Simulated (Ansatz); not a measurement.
This geometry of C3H9NS (14 atoms, charge 0, multiplicity 1) is a first-order saddle point.

Computed with RKS PBE/def2-mTZVP in Ansatz.

```xyz
14
Properties=species:S:1:pos:R:3
C -1.341 -0.630 1.743
S 0.363 -0.900 1.156
C 0.217 -0.078 -0.561
C 1.617 -0.162 -1.164
N -0.313 1.235 -0.531
H -1.629 0.414 1.554
H -2.059 -1.310 1.261
H -1.355 -0.811 2.825
H -0.477 -0.713 -1.132
H 2.319 0.467 -0.596
H 1.999 -1.193 -1.147
H 1.597 0.193 -2.204
H -1.222 1.443 -0.920
H 0.272 2.016 -0.256
```

Q: Which two structures does it join? (They come from a converged band through this point; their orientation in space is the band's.)

A: No bond is made or broken. The height of N5 over the plane of its neighbours goes from 0.38 to -0.39 Å.

Initial state:

```xyz
14
Properties=species:S:1:pos:R:3
C -1.444 -0.516 1.655
S 0.332 -0.623 1.240
C 0.265 -0.082 -0.572
C 1.680 -0.234 -1.112
N -0.238 1.248 -0.828
H -1.823 0.515 1.596
H -2.049 -1.171 1.011
H -1.554 -0.857 2.693
H -0.407 -0.798 -1.071
H 2.375 0.441 -0.589
H 2.045 -1.262 -0.985
H 1.696 0.021 -2.181
H -1.208 1.347 -0.517
H 0.317 1.940 -0.312
```

Final state:

```xyz
14
Properties=species:S:1:pos:R:3
C -1.341 -0.706 1.774
S 0.395 -0.753 1.203
C 0.175 -0.056 -0.501
C 1.538 -0.126 -1.191
N -0.428 1.271 -0.419
H -1.772 0.273 1.531
H -1.938 -1.505 1.314
H -1.333 -0.847 2.862
H -0.540 -0.706 -1.032
H 2.281 0.479 -0.649
H 1.914 -1.158 -1.249
H 1.461 0.270 -2.216
H -0.683 1.598 -1.358
H 0.255 1.936 -0.040
```

Q: How far does it lie above each of them?

A: 0.205 eV above the first and 0.128 eV above the second. This is the barrier of this one path; another mechanism may lie lower.

Run time: 110 s on 2 threads of Arm Neoverse V1 (shared host), peak memory 0.17 GiB.
